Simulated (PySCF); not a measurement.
# Threshold energies of AlO in a plasma

r²SCAN in PySCF with def2-TZVPPD on every atom, for the lowest determinant that a PBE0 search found; no spin–orbit coupling.

```
species  state (unpaired electrons)  Re (Å)  ωe (cm⁻¹)  energy of the minimum from the neutral (eV)  De (eV)  dissociates to
    AlO               doublet (σ ↑)   1.619        989                                         0.00     5.45          Al + O
   AlO⁺          triplet (σ ↑, π ↑)   1.733        776                                         9.81     1.80         Al⁺ + O
   AlO⁻      singlet (closed shell)   1.642        968                                        -2.39     6.32         Al + O⁻
```

Q: Work out the lowest energy to break AlO into atoms, from its vibrational ground state.

A: D0 = De − ωe/2 = 5.45 − 0.06 = 5.39 eV (r²SCAN/def2-TZVPPD).

Q: Work out the ionisation energy of the Al atom at this level and the threshold of dissociative ionisation.

A: IE(Al) = 9.81 + 1.80 − 5.45 = 6.16 eV, so Al⁺ + O + e⁻ appears at D0 + IE(Al) = 11.55 eV (r²SCAN/def2-TZVPPD). The measured IE(Al) is 5.986 eV (NIST ASD).

Q: Work out the electron affinity of the O atom and the threshold of dissociative attachment.

A: EA(O) = 5.45 − 6.32 − (-2.39) = 1.52 eV, so Al + O⁻ needs D0 − EA(O) = 3.87 eV (r²SCAN/def2-TZVPPD). The measured EA(O) is 1.461 eV.

Q: At which energy does ion-pair formation open?

A: Al⁺ + O⁻ lies at D0 + IE(Al) − EA(O) = 10.03 eV (r²SCAN/def2-TZVPPD).

These are thermodynamic thresholds; the onsets seen under electron impact lie higher where the geometry changes, and cross-sections peak well above them.

For an ion De counts to the pair picked by the measured ionisation energies or electron affinities, which need not be the lowest pair at this level. The highest Kohn–Sham level is positive in this anion. Much of that is self-interaction error, but it also means that the finite basis helps to hold the extra electron. States were picked by a PBE0 search and need not be the measured ground states.
